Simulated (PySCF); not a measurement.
State search for HCl

Unrestricted PBE0; basis H jorge-DZP-DKH, Cl jorge-DZP-DKH; spin-free X2C with a Gaussian nucleus; PySCF 2.14. Outer shells of the fragments: H 1s1; Cl 3s2 3p5.

Followed along the bond (rough minima from three points):

```csv
2Ms+1,unpaired,⟨S²⟩ at the start,R at minimum (Å),Te (eV)
1,none,0.00,1.29,0.00
3,"σ ↑, π ↑",2.00,none in the scan,≤ 6.54
```

Solutions found at the starting distance of 1.290 Å, counted from the lowest of them; the search is not exhaustive and high or unbound solutions are not listed, so other states can lie among these:

```csv
2Ms+1,unpaired,term,E (eV),⟨S²⟩,⟨Lz²⟩,μ (D)
1,none,¹Σ⁺,0.00,0.00,0.00,-1.41
3,"σ ↑, π ↑",³Π,7.36,2.00,1.01,1.91
```

A term symbol is given only where ⟨S²⟩ and ⟨Lz²⟩ are close to those of a pure state; real π, δ and φ orbitals otherwise mix terms. A positive dipole means H(−)Cl(+).

Counting both spins, an empty level lies below a filled one in some of these solutions, because spin and occupation are held.
